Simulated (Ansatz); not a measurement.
Reaction (substitution at a C–O bond): `N=COCN` + CH₃OH → `COCN` + `N=CO`

Gas-phase electronic energies from Ansatz, PBE0-D4/def2-TZVP geometries. CCSD(T)/CBS adds triple-zeta CCSD(T) − MP2 to the extrapolated MP2 energy (def2 sets, frozen cores). This one scheme is used for every species. Functionals use def2-TZVPP. Each species was taken in one conformer, which may not be the lowest.

```tsv
level	ΔE (eV)
ωB97X-V	-0.37
MP2/def2-TZVPP	-0.38
CCSD(T)/def2-TZVPP	-0.38
HF/def2-QZVPP	-0.38
```

Task: What does CCSD(T)/CBS give? (Estimate.)

Result: Ansatz gave: -0.36 eV. The listed levels differ from it by -0.01, -0.02, -0.02, -0.02 eV.

Largest T1 diagnostic among the species: 0.014.
